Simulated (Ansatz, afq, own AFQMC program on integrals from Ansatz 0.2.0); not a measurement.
Integrals from Ansatz 0.2.0, then the random walk in our own AFQMC program (afq).

```yaml
crystal:
  periodic: [false, false, false]
  atoms:
    - {symbol: C, position_ang: [-0.001793, 0.003693, -0.003726]}
    - {symbol: H, position_ang: [0.362857, 0.753685, 0.744254]}
    - {symbol: H, position_ang: [-0.375992, -0.741352, 0.744482]}
    - {symbol: H, position_ang: [-0.335483, 0.691140, -0.697334]}
    - {symbol: H, position_ang: [0.369977, -0.747479, -0.747002]}
basis:
  gaussian: {orbitals: 6-31G}
total_charge: 1
magnetization: {spin_polarized: true, initial_magnetization: 1}
correlation: {method: ccsd_t, electrons: outside_noble_gas, hamiltonian_folder: ham}
```

```sh
$ ansatz run in.yaml --threads 1 --pin off --events-out ev --progress --plain --max-ram 16896MiB --backend cuda --devices 0, --max-vram 18GiB
```

Options of the walk:

```
--method phaseless --trial cisd --walkers 4000 --populations 20 --least-time 60 --time-step 0.005 --steps-per-block 50 --equilibration-blocks 28 --max-blocks 4000 --target-error 0.00016 --factor-cut 1e-05 --start spin_pure --seed 7113 --release-times 0.24,0.51,0.99,1.62,2.4 --release-step 0.03 --release-every 3 --taylor-order 6
```

Times are imaginary, in 1/Eh. The walk had a cap of 122 s. With eight or more populations the least sampling time is a fifth of least-time, and the error comes from their spread.

Log:

```
orbitals 16  electrons 4 3  factors 105 of 255
reference energy -39.73202785 Eh
CCSD correlation -0.09978693 Eh in 11 cycles, weight of the determinant in the CISD state 0.9524
energy of the start -39.831801 Eh
 block  time / (1/Eh)  mean weight  energy / Eh
     1     0.250  1.0000  -39.831311
     2     0.500  1.0000  -39.831738
     3     0.750  1.0000  -39.832246
     4     1.000  0.9999  -39.832687
     5     1.250  1.0000  -39.833040
     8     2.000  1.0001  -39.833317
    11     2.750  0.9999  -39.833362
    14     3.500  0.9998  -39.833800
    17     4.250  0.9999  -39.833176
    20     5.000  1.0000  -39.833217
    22     5.500  0.9999  -39.833063
    23     5.750  1.0000  -39.833178
    26     6.500  1.0000  -39.833440
    29     7.250  0.9999  -39.833701
    32     8.000  0.9999  -39.833797
    35     8.750  0.9996  -39.833503
    38     9.500  1.0001  -39.833708
    41    10.250  1.0000  -39.833407
    44    11.000  1.0002  -39.833382
    47    11.750  1.0001  -39.833572
    50    12.500  1.0000  -39.833727
    53    13.250  0.9998  -39.833543
    56    14.000  0.9998  -39.833512
    59    14.750  0.9998  -39.833997
    62    15.500  1.0001  -39.833861
    65    16.250  1.0001  -39.833860
    68    17.000  0.9998  -39.833544
    71    17.750  0.9999  -39.833378
    74    18.500  1.0000  -39.833493
    77    19.250  1.0000  -39.833528
    78    19.500  1.0000  -39.833683
error from the spread of 20 populations
released: time / (1/Eh)  energy / Eh  error  mean overlap
  0.24  -39.833575  0.000021  1.0001
  0.51  -39.833568  0.000027  1.0022
  0.99  -39.833578  0.000022  1.0031
  1.62  -39.833576  0.000025  1.0036
  2.40  -39.833629  0.000022  1.0058
energy -39.833602 +/- 0.000054 Eh
(rows thinned)
```

The run passed its tests (sampling time, drift between the halves within three errors, error under three times the target), which doesn't prove that it has relaxed.

Against this walk (error 1.5 meV) on the same determinant: CCSD(T) 11.2 meV higher, CCSDT(Q) 0.3 meV lower (within the noise), CCSDTQ 0.5 meV lower (within the noise), full CI 0.6 meV lower (within the noise). The error is statistical and leaves out the bias of the constraint. Released to 2.40 1/Eh the energy moves by -0.7 ± 1.6 meV (both errors), within twice the noise.

Cautions: constraint bias not in the error.

The walk took 29 s on 1 × NVIDIA H100 80GB HBM3 with 2 threads of AMD EPYC 7R13 Processor (Zen 3), on a shared host (the card was shared). The log's last line is the phaseless energy.

CCSDT and higher add their correlation energy to the determinant of the CCSD(T) run, since their own runs factorise the integrals more tightly (a shift of under 2 meV). A walk keeps the symmetry of its determinant, which the program's search chose and which needn't be the lowest solution, so a lower state of the same spin and another symmetry isn't excluded.
